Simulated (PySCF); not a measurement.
Z-matrix (Å, degrees):
```
C
H 1 1.0991
H 1 1.0993 2 106.79
H 1 1.1021 2 110.61 3 120.31
C 1 1.5045 2 108.62 3 -116.77
O 5 1.1895 1 128.90 2 -123.03
```
Charge 0, spin multiplicity 2.

**Question.** What highest occupied spin orbital, dipole moment and total energy does PBE-D3(BJ)/def2-TZVP in PySCF 2.14.0 give?

**Answer.** 
```
Property                              Value
-----------------------------  ------------
highest occupied spin orbital      -4.32 eV
dipole moment                        2.47 D
total energy                   -153.0645 Ha
```
